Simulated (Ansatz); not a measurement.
# AlNH+ (triplet): from Hartree-Fock to the top rungs, 6-31G

An exercise on one series of results from a longer session: the logs are not shown, and one member is left open.

Program: Ansatz 0.2.0, Gaussian basis. Level of theory: 6-31G, core rule «outside noble gas», up to 6 orbitals frozen. These are calculated values, not measurements.

Plan: UHF; CCSD(T) on ROHF; CCSD(T) on UHF; BCCD(T) on ROHF; CISD; CCSDT(Q) on ROHF; CCSDT(Q) on UHF; CISDTQ; CCSDTQ on ROHF; CCSDTQ on UHF; Full CI.

23 further runs of the same task are left out: 5 for a known fault of the program, 8 that didn't finish, 10 set aside as unsound or not needed.

**What is computed**

The geometry is a PBE0/def2-TZVP stationary point (not a proven minimum) of the parent state, kept for this charge and spin.

3 atoms, charge 1, spin multiplicity 3.

Atoms are counted from 1 here; the program's logs count them from 0.

Bond lengths: Al1–N2 1.909 Å, N2–H3 1.029 Å. Angles: Al1–N2–H3 108.4°.

Geometry (Å):

```
Al    0.00000   -0.03189    0.68995
N     0.00000    0.12087   -1.21290
H     0.00000   -0.82612   -1.61427
```

Set-up of the first run:

The input, in.yaml:

```yaml
crystal:
  periodic: [false, false, false]
  atoms:
    - {symbol: Al, position_ang: [0.000000, -0.031887, 0.689947]}
    - {symbol: N, position_ang: [0.000000, 0.120874, -1.212902]}
    - {symbol: H, position_ang: [0.000000, -0.826124, -1.614269]}
basis:
  gaussian: {orbitals: 6-31G}
total_charge: 1
magnetization: {spin_polarized: true, initial_magnetization: 2}
hamiltonian: {xc: hf}
output: {orbitals: {seedname: orbitals}}
```

Command:

```sh
$ ansatz run in.yaml --threads 1 --pin off --events-out ev --progress --plain --max-ram 2393MiB
```

Among the steps run: UHF; CCSD(T) on ROHF; CCSD(T) on UHF; BCCD(T) on ROHF; CISD; CCSDT(Q) on ROHF; CCSDT(Q) on UHF; CISDTQ; CCSDTQ on ROHF; CCSDTQ on UHF; Full CI.

One of the session's tables, all rows but one given; the rest of the session is left out.

```
   method  from FCI (meV)
     ROHF         +3623.0
      UHF         +3238.1
     RMP2         +1040.4
     UMP2          +871.8
     CISD          +349.8
    RCCSD           +86.1
    UCCSD               ?
 RCCSD(T)           +28.2
 UCCSD(T)           +26.1
  BCCD(T)           +30.2
   RCCSDT            +8.5
   UCCSDT            +7.4
   CISDTQ            +8.0
RCCSDT(Q)            -0.6
UCCSDT(Q)            -1.2
  RCCSDTQ            +0.3
  UCCSDTQ            -0.6
      FCI               0
```

Q: Estimate the row for UCCSD from the others.

**Answer.** from FCI (meV): +84.4. In the column «from FCI (meV)» it lies between BCCD(T) (+30.2) and RCCSD (+86.1).

To keep in mind: Levels on UHF freeze UHF's core orbitals, full CI those of ROHF, so the U rows can settle a little off it for that reason alone. Restricted and unrestricted rows rest on different reference determinants; where their highest levels disagree by more than a few hundredths of an eV, they describe different states and don't form one ladder.
